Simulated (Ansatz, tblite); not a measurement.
**The cluster MoSe2−: one state, many levels**

One table from this session's results is given with a row withheld; the runs are named, their logs left out.

Program: Ansatz 0.2.0, Gaussian basis. Level of theory: as each input shows. These are calculated values, not measurements.

Levels to be run: GFN1-xTB, GFN2-xTB, PBE-D4/def2-TZVPD, r2SCAN-D4/def2-TZVPD, r2SCAN0-D4/def2-TZVPD, B97M-V/def2-TZVPD, BHLYP-D4/def2-TZVPD, HSE06-D4/def2-TZVPD, ωB97X-V/def2-TZVPD, PBE+5HF/def2-TZVPD, PBE+10HF/def2-TZVPD, PBE+15HF/def2-TZVPD, PBE+35HF/def2-TZVPD, PBE+50HF/def2-TZVPD, PBE-D4/def2-SVPD, PBE0-D4/def2-SVPD, CCSD(T)/def2-SVPD, MP2/def2-TZVPD, RPA/def2-TZVPD.

3 further runs of the same task are left out: 1 for a known fault of the program, 2 set aside as unsound or not needed. Runs told in other sessions of the task aren't counted.

### The relaxed structure

The doublet was relaxed beforehand with r2SCAN-D4/def2-TZVPD. At that level it is the lowest of the isomers that a small search found.

3 atoms, charge -1, spin multiplicity 2.

Bond lengths: Mo1–Se2 2.292 Å, Mo1–Se3 2.292 Å. Angles: Se2–Mo1–Se3 130.6°.

Mo takes a core potential in the def2 sets. No spin-orbit coupling is included. The ion is computed in the gas phase, without counter-ions or solvent.

PBE0-D4/def2-TZVPD was run before; its log isn't repeated, and its numbers join the tables.

The first run:

Tight binding, by tblite at 300 K electronic temperature and without a spin-polarisation term:

```python
tblite.interface.Calculator('GFN1-xTB', numbers, positions, charge=-1, uhf=1).singlepoint()
```

Tight binding, by tblite at 300 K electronic temperature and without a spin-polarisation term:

```python
tblite.interface.Calculator('GFN2-xTB', numbers, positions, charge=-1, uhf=1).singlepoint()
```

start.molden holds the orbitals of an earlier run on this state, given as this run's starting guess.

in.yaml reads:

```yaml
crystal:
  periodic: [false, false, false]
  atoms:
    - {symbol: Mo, position_ang: [-0.227633, 0.578741, 0.144050]}
    - {symbol: Se, position_ang: [-1.797700, -1.090556, 0.126156]}
    - {symbol: Se, position_ang: [2.025343, 0.511815, -0.270205]}
basis:
  gaussian: {orbitals: def2-TZVPD, initial_orbitals: start.molden}
total_charge: -1
magnetization: {spin_polarized: true, initial_magnetization: 1}
hamiltonian: {xc: pbe, dispersion: d4}
scf: {omitted_lower_state_checks: [starts]}
output: {orbitals: {seedname: orbitals}}
```

The run is started by

```console
> ansatz run in.yaml --threads 4 --pin off --events-out ev --progress --plain --max-ram 3916MiB
```

Steps of the session up to this table: PBE-D4/def2-TZVPD; r2SCAN-D4/def2-TZVPD; r2SCAN0-D4/def2-TZVPD; B97M-V/def2-TZVPD; BHLYP-D4/def2-TZVPD; HSE06-D4/def2-TZVPD; ωB97X-V/def2-TZVPD; PBE+5HF/def2-TZVPD; PBE+10HF/def2-TZVPD; PBE+15HF/def2-TZVPD; PBE+35HF/def2-TZVPD; PBE+50HF/def2-TZVPD; PBE-D4/def2-SVPD; PBE0-D4/def2-SVPD; CCSD(T)/def2-SVPD; MP2/def2-TZVPD; RPA/def2-TZVPD.

One table of the session follows, with a row left open; its other results are not shown here.

```
                level  HOMO (eV)  LUMO (eV)  gap (eV)
     PBE-D4/def2-SVPD      -0.21       0.58      0.79
    PBE-D4/def2-TZVPD      -0.21       0.59      0.80
 r2SCAN-D4/def2-TZVPD      -0.57       0.88      1.45
    B97M-V/def2-TZVPD      -0.32       0.59      0.91
    PBE0-D4/def2-SVPD      -1.28       1.71      2.99
   PBE0-D4/def2-TZVPD      -1.27       1.72      2.99
r2SCAN0-D4/def2-TZVPD      -1.55       1.80      3.35
  HSE06-D4/def2-TZVPD      -0.88       1.34      2.22
  BHLYP-D4/def2-TZVPD      -2.18       2.42      4.60
   ωB97X-V/def2-TZVPD          ?          ?         ?
   PBE+5HF/def2-TZVPD      -0.42       0.82      1.24
  PBE+10HF/def2-TZVPD      -0.63       1.05      1.68
  PBE+15HF/def2-TZVPD      -0.84       1.27      2.12
  PBE+35HF/def2-TZVPD      -1.71       2.13      3.84
  PBE+50HF/def2-TZVPD      -2.36       2.61      4.97
```

**Question.** Estimate the row for ωB97X-V/def2-TZVPD.

**Answer.** HOMO (eV): -3.42; LUMO (eV): 3.48; gap (eV): 6.89. In the column «HOMO (eV)» it is the lowest.

Caveats from the session: Doubts: state flagged by the program, spin contamination. Notes on CCSD(T)/def2-SVPD: spin contamination, state flagged by the program.
